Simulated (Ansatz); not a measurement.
# Basis or method: atomization of AsH

AsH, triplet; coordinates (Å): As 0.000 0.000 0.000; H 0.000 0.000 1.531. Quantity: atomization.

Ansatz 0.2.0, basis aug-cc-pVDZ or cc-pVTZ; geometries are PBE0/def2-TZVP minima. Wave-function levels freeze the cores with the filled d shells of p-block atoms; HF, MP2 and coupled cluster are restricted for singlets and unrestricted otherwise, atoms included (their steps beyond CCSDT(Q) come from restricted open-shell runs), restricted open-shell where a d shell is frozen, Kohn–Sham unrestricted where that lies lower. MRCISD+Q stands on CASSCF in the full valence space, and MRCISD+Q is size-consistent only roughly. The reference is full CI, exact within the basis. Semilocal and hybrid functionals correlate all electrons outside any core potential and usually lie nearer their basis limit than the reference, so part of their error here is the reference's basis and frozen-core error; RPA and the MP2 part of double hybrids freeze the same cores as the reference. None of these values is a measured one. Energies are electronic, without zero-point terms. No spin–orbit coupling and no scalar relativity. The species are chosen: bound, without strong static correlation by their natural occupations or amplitudes, in their lowest spin state as far as vertical gaps and like structures tell, without the heavier p-block dimers whose ³Σ⁻ and ³Π states nearly coincide, and with a ladder that closes on the reference, so errors are smaller than for species at large; levels whose determinant breaks symmetry or spin markedly are left out.

| level | aug-cc-pVDZ (kJ/mol) | cc-pVTZ (kJ/mol) |
| --- | --- | --- |
| reference | 254.3 (full CI) | 268.1 (full CI) |
| CCSD | 250.5 | 265.2 |
| CCSD(T) | 253.6 | 267.7 |
| CCSDT | 254.3 | 268.0 |
| MRCISD+Q | 252.1 | 267.8 |
| PBE | 280.1 | 284.1 |
| wB97M-V | 281.9 | 284.5 |
| RPA-PBE | 259.4 | 272.8 |

From aug-cc-pVDZ to cc-pVTZ the reference moves by 13.8 kJ/mol and PBE by 4.0; the step from CCSD(T) to the reference is 0.7 in the first and 0.4 in the last.
